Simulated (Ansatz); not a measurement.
# BHF (quartet): from Hartree-Fock to the top rungs, cc-pVDZ

The task here is to estimate one member of a computed series from the others.

Program: Ansatz 0.2.0, Gaussian basis. Level of theory: cc-pVDZ, core rule «outside noble gas», up to 2 orbitals frozen. These are calculated values, not measurements.

To be run: UHF; CCSD(T) on ROHF; CCSD(T) on UHF; BCCD(T) on ROHF; CISD as a restricted active space (open shells left free, so some higher excitations enter); CCSDT(Q) on ROHF; CCSDT(Q) on UHF.

31 further runs of the same task are left out: 12 for a known fault of the program, 8 that didn't finish, 11 set aside as unsound or not needed. Runs told in other sessions of the task aren't counted.

## The geometry

The geometry is a PBE0/def2-TZVP stationary point (not a proven minimum) of the parent state, kept for this charge and spin.

3 atoms, charge 0, spin multiplicity 4.

Atoms are counted from 1 here; the program's logs count them from 0.

Bond lengths: B1–F2 1.301 Å, B1–H3 1.206 Å. Angles: F2–B1–H3 121.0°.

Set-up of the first run:

in.yaml reads:

```yaml
crystal:
  periodic: [false, false, false]
  atoms:
    - {symbol: B, position_ang: [0.000000, -0.193343, 0.758138]}
    - {symbol: F, position_ang: [0.000000, 0.073312, -0.515115]}
    - {symbol: H, position_ang: [0.000000, 0.691921, 1.577603]}
basis:
  gaussian: {orbitals: cc-pVDZ}
magnetization: {spin_polarized: true, initial_magnetization: 3}
hamiltonian: {xc: hf}
output: {orbitals: {seedname: orbitals}}
```

Launch:

```sh
ansatz run in.yaml --threads 1 --pin off --events-out ev --progress --plain --max-ram 2393MiB
```

Among the steps run: UHF; CCSD(T) on ROHF; CCSD(T) on UHF; BCCD(T) on ROHF; CISD as a restricted active space (open shells left free, so some higher excitations enter); CCSDT(Q) on ROHF; CCSDT(Q) on UHF.

One table of the session follows, with a row left open; its other results are not shown here.

| method | from UCCSDT(Q) (kJ/mol) |
| --- | --- |
| ROHF | +651.1 |
| UHF | ? |
| RMP2 | +46.7 |
| UMP2 | +45.1 |
| CISD | +46.4 |
| RCCSD | +16.8 |
| UCCSD | +16.8 |
| RCCSD(T) | +3.4 |
| UCCSD(T) | +3.3 |
| BCCD(T) | +3.2 |
| RCCSDT | +1.2 |
| UCCSDT | +1.2 |
| RCCSDT(Q) | +0.6 |
| UCCSDT(Q) | 0 |

Q: Estimate the row for UHF from the others.

As computed: from UCCSDT(Q) (kJ/mol): +647.0. In the column «from UCCSDT(Q) (kJ/mol)» it lies between RMP2 (+46.7) and ROHF (+651.1).

Caveats from the session: Restricted and unrestricted rows rest on different reference determinants; a gap between their highest levels can come from leftover correlation error, from unlike frozen cores or from another state.
